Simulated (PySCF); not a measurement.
# C₃H₇NS: a tour of settings, part 2 of 2

PySCF 2.14.0. Atoms count from 0. Earlier steps stand in the parts before.

## 6. Indirect couplings: KT2/aug-cc-pVDZ

What the job is given:

```
{"job": {"kind": "j", "xc": "KT2", "basis": "aug-cc-pVDZ"}, "charge": 0, "multiplicity": 1}
C     -1.353541     0.300363    -0.037210
N      0.074580     0.127834    -0.068078
C      0.565064    -1.115021     0.468284
C      0.895377     1.054920    -0.557042
S      2.526077     0.957343    -0.634234
H     -1.628833     1.263615    -0.461532
H     -1.841018    -0.492148    -0.611970
H     -1.716231     0.250856     0.993370
H      0.277227    -1.213514     1.517319
H      1.650807    -1.124162     0.388502
H      0.152740    -1.956915    -0.092208
H      0.398951     1.946143    -0.931228
```

With the program's defaults for keys left out, this is: KT2/aug-cc-pVDZ indirect spin-spin coupling, non-relativistic, gas phase.

Log:

```text
coarse grid: 10288 points
cycle   1  E = -577.4788451414  dE =  5.244e-01  |g| = 4.156e-01  |ddm| = 9.102e+00
cycle   2  E = -577.2367863143  dE =  2.421e-01  |g| = 9.408e-01  |ddm| = 3.132e+00
cycle   3  E = -577.5152599598  dE = -2.785e-01  |g| = 2.895e-01  |ddm| = 2.119e+00
cycle   4  E = -577.5393916865  dE = -2.413e-02  |g| = 4.682e-02  |ddm| = 5.351e-01
cycle   5  E = -577.5398533546  dE = -4.617e-04  |g| = 2.448e-02  |ddm| = 9.574e-02
cycle   6  E = -577.5399870432  dE = -1.337e-04  |g| = 8.230e-03  |ddm| = 4.474e-02
cycle   7  E = -577.5400031255  dE = -1.608e-05  |g| = 1.798e-03  |ddm| = 1.353e-02
cycle   8  E = -577.5400039545  dE = -8.290e-07  |g| = 3.771e-04  |ddm| = 3.545e-03
final grid: 93968 points
cycle   9  E = -577.5647246963  dE = -6.955e-05  |g| = 1.193e-02  |ddm| = 3.119e-01
cycle  10  E = -577.5643957586  dE =  3.289e-04  |g| = 3.429e-02  |ddm| = 7.583e-02
cycle  11  E = -577.5647637851  dE = -3.680e-04  |g| = 3.934e-03  |ddm| = 5.869e-02
cycle  12  E = -577.5647673312  dE = -3.546e-06  |g| = 7.789e-04  |ddm| = 6.093e-03
cycle  13  E = -577.5647674989  dE = -1.677e-07  |g| = 2.362e-04  |ddm| = 1.492e-03
cycle  14  E = -577.5647675142  dE = -1.529e-08  |g| = 3.469e-05  |ddm| = 5.014e-04
cycle  15  E = -577.5647675146  dE = -3.648e-10  |g| = 9.770e-06  |ddm| = 1.078e-04
converged SCF energy = -577.5647675146

Indirect spin-spin couplings (Hz)
  i      j    bonds     total        FC       PSO       DSO        SD
  0 C    1 N    1    -18.028   -17.674     0.187    -0.106    -0.435
  0 C    2 C    2     -0.877    -0.668    -0.179    -0.029         -
  0 C    3 C    2     -0.039     0.279    -0.283    -0.034         -
  0 C    4 S    3     -0.872    -0.514    -0.332    -0.026         -
  0 C    5 H    1    144.618   143.425     0.431     0.762         -
  0 C    6 H    1    146.199   145.013     0.433     0.753         -
  0 C    7 H    1    146.189   145.002     0.433     0.753         -
  0 C    8 H    3      0.757     0.774     0.033    -0.050         -
  0 C    9 H    3      5.473     5.656     0.352    -0.536         -
  0 C   10 H    3      0.756     0.773     0.033    -0.050         -
  0 C   11 H    3      3.936     3.938    -0.076     0.075         -
  1 N    2 C    1    -19.842   -19.640     0.314    -0.110    -0.407
  1 N    3 C    1    -19.719   -22.920     3.517    -0.128    -0.188
  1 N    4 S    2      0.643    -0.199     1.874     0.004    -1.036
  1 N    5 H    2      1.262     1.375    -0.108     0.032    -0.038
  1 N    6 H    2      1.769     1.889    -0.120     0.023    -0.023
  1 N    7 H    2      1.787     1.907    -0.120     0.023    -0.022
  1 N    8 H    2      1.842     1.961    -0.109     0.018    -0.028
  1 N    9 H    2      1.472     1.693    -0.166    -0.008    -0.047
  1 N   10 H    2      1.829     1.948    -0.108     0.018    -0.028
  1 N   11 H    2     -4.969    -5.545     0.498     0.063     0.015
  2 C    3 C    2      0.942     1.236    -0.264    -0.030         -
  2 C    4 S    3      1.332     1.728    -0.395    -0.001         -
  2 C    5 H    3      4.286     4.520     0.315    -0.550         -
  2 C    6 H    3      0.514     0.546     0.006    -0.038         -
  2 C    7 H    3      0.519     0.552     0.006    -0.038         -
  2 C    8 H    1    145.816   144.510     0.501     0.805         -
  2 C    9 H    1    149.885   148.736     0.294     0.855         -
  2 C   10 H    1    145.802   144.497     0.501     0.805         -
  2 C   11 H    3      3.351     3.595     0.330    -0.574         -
  3 C    4 S    1    -22.334   -14.917    -7.457     0.040         -
  3 C    5 H    3      3.416     3.496    -0.250     0.170         -
  3 C    6 H    3      3.176     3.353     0.184    -0.361         -
  3 C    7 H    3      3.148     3.324     0.183    -0.359         -
  3 C    8 H    3      3.448     3.632     0.186    -0.370         -
  3 C    9 H    3      2.422     2.756    -0.503     0.169         -
  3 C   10 H    3      3.469     3.653     0.187    -0.371         -
  3 C   11 H    1    183.287   182.499    -0.398     1.186         -
  4 S    5 H    4     -0.277     0.064    -0.265    -0.077         -
  4 S    6 H    4      0.374     0.578    -0.112    -0.092         -
  4 S    7 H    4      0.376     0.580    -0.112    -0.092         -
  4 S    9 H    4     -1.023    -0.849    -0.280     0.106         -
  4 S   11 H    2      2.439     3.841    -1.296    -0.106         -
  5 H    6 H    2    -14.940   -14.411     1.953    -2.481         -
  5 H    7 H    2    -14.944   -14.415     1.952    -2.480         -
  5 H    8 H    4     -0.690    -0.229     1.282    -1.744         -
  5 H    9 H    4      2.943     3.452     1.484    -1.993         -
  5 H   10 H    4     -0.688    -0.226     1.282    -1.744         -
  6 H    7 H    2    -13.841   -13.345     1.941    -2.437         -
  6 H    8 H    4     -0.472    -0.322     0.590    -0.740         -
  6 H    9 H    4     -0.576    -0.175     1.270    -1.670         -
  6 H   10 H    4     -0.740    -1.120    -0.852     1.231         -
  6 H   11 H    4     -1.005    -0.778     0.887    -1.115         -
  7 H    8 H    4     -0.747    -1.126    -0.852     1.231         -
  7 H    9 H    4     -0.580    -0.180     1.270    -1.670         -
  7 H   10 H    4     -0.477    -0.326     0.592    -0.743         -
  7 H   11 H    4     -1.007    -0.781     0.885    -1.111         -
  8 H    9 H    2    -15.075   -14.700     1.868    -2.243         -
  8 H   10 H    2    -14.397   -13.959     1.972    -2.410         -
  8 H   11 H    4     -1.503    -0.981     1.348    -1.870         -
  9 H   10 H    2    -15.081   -14.706     1.868    -2.243         -
  9 H   11 H    4     -1.036    -0.208     1.209    -2.037         -
 10 H   11 H    4     -1.495    -0.973     1.348    -1.870         -
```

Run time: 16 s. Hardware: 1 thread of Intel Xeon 6975P-C, shared host; peak memory 0.51 GiB.

This basis has no tight s functions, so the Fermi-contact terms are rough.

This run: J(C3,H11) 183.3 Hz, J(C2,H8) 147.2 Hz, J(C0,H5) 145.7 Hz (means over like pairs).

## 7. Side by side: spin-spin couplings

Couplings (Hz), each a mean over the pairs like the one named, with basis size and wall time:

```csv
run,C3–H11,C2–H8,C0–H5,C3–S4,N1–C3,N1–C2,C0–N1,functions,time
BP86/pcSseg-1,167.8,139.8,139.0,-23.5,-21.7,-19.4,-17.3,127,10 s
KT2/aug-cc-pVDZ,183.3,147.2,145.7,-22.3,-19.7,-19.8,-18.0,182,16 s
```

## 8. Results

The summary covers parts 1 to 2.

| quantity | value |
| --- | --- |
| 13C shifts against TMS (PBE0/pcSseg-1) | 195.0, 44.2, 34.9 ppm |
| 1H shifts against TMS (PBE0/pcSseg-1, means over atoms taken as alike) | 9.07, 3.49, 3.16 ppm |
| 15N shifts against NH3 (PBE0/pcSseg-1) | 162.0 ppm |
| 33S shifts against CS2 (PBE0/pcSseg-1) | 309 ppm |
| lowest singlet (PBE0/def2-SVPD) | 3.51 eV (353 nm), f = 0.000 |
| brightest single state of those computed | state 2, 5.17 eV, f = 0.215 |
| lowest triplet | 3.16 eV |
| largest coupling of the table (BP86/pcSseg-1) | 1J(C,H) C3–H11, 167.8 Hz |
| range of J(C3,H11), mean over like pairs | 167.8 to 183.3 Hz |
| property runs in this session | 5, of which 1 failed and 0 gave unsound results |

Single values in the summary come from the first run of each kind that ended normally (PBE0/pcSseg-1; PBE0/def2-SVPD; BP86/pcSseg-1), which need not be the best level. C3 (thiocarbonyl carbon) lies farthest downfield among carbon, at 195.0 ppm; low-lying n→π* states of the double bond to the heteroatom give a large paramagnetic term (-261 ppm). At PBE0/pcSseg-1: The widest tensor belongs to S4: span 985 ppm, with a paramagnetic part of -862 ppm. The lowest singlet, at 3.51 eV, is HOMO→LUMO 1.00 and is dark; of the 6 states computed, the strongest absorption comes from state 2 at 5.17 eV. The lowest triplet lies 0.36 eV below the lowest singlet (triplets in Tamm-Dancoff, singlets in full TDDFT). In the run at BP86/pcSseg-1, the largest coupling of the table is C3–H11, 167.8 Hz, of which the Fermi-contact term gives 166.7 Hz. Couplings across rotatable bonds belong to this one conformer; where others are populated, the observed values are averages. The coupling C3–H11, as a mean over pairs of its kind, runs from 167.8 Hz (BP86/pcSseg-1) to 183.3 Hz (KT2/aug-cc-pVDZ). Couplings from bases without tight functions are rough.
